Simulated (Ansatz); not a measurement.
```xyz
18

C     0.7263   -0.4161   -1.1601
C     0.0393   -1.4104   -0.2365
C    -1.2298   -0.7992    0.3711
C    -1.1045    0.7183    0.5574
C     0.3386    1.1084    0.8387
C     1.2300    0.7990   -0.3708
H     1.5542   -0.8876   -1.6960
H     0.0121   -0.0946   -1.9266
H     0.7371   -1.6926    0.5600
H    -0.2038   -2.3343   -0.7678
H    -2.0898   -1.0173   -0.2694
H    -1.4375   -1.2752    1.3344
H    -1.7646    1.0557    1.3607
H    -1.4397    1.2355   -0.3487
H     0.4134    2.1668    1.1018
H     0.6902    0.5520    1.7149
H     2.2551    0.6217   -0.0312
H     1.2734    1.6698   -1.0320
```

Total charge 0; spin multiplicity 1.

(1) List the PBE/def2-TZVPP orbital energies in eV (the Gaussian-basis code of Ansatz). (Best estimate.)

## Answers

(1) Ansatz gave: Occupied: -268.58, -268.58, -268.57, -268.57, -268.57, -268.57, -20.52, -18.10, -18.08, -15.00, -14.75, -12.63, -11.78, -11.71, -10.48, -9.59, -9.00, -8.81, -8.79, -8.51, -8.26, -7.00, -6.99, -6.89. Lowest empty: 0.30, 0.91, 1.30, 1.57, 1.88, 1.91, 2.27, 2.38.
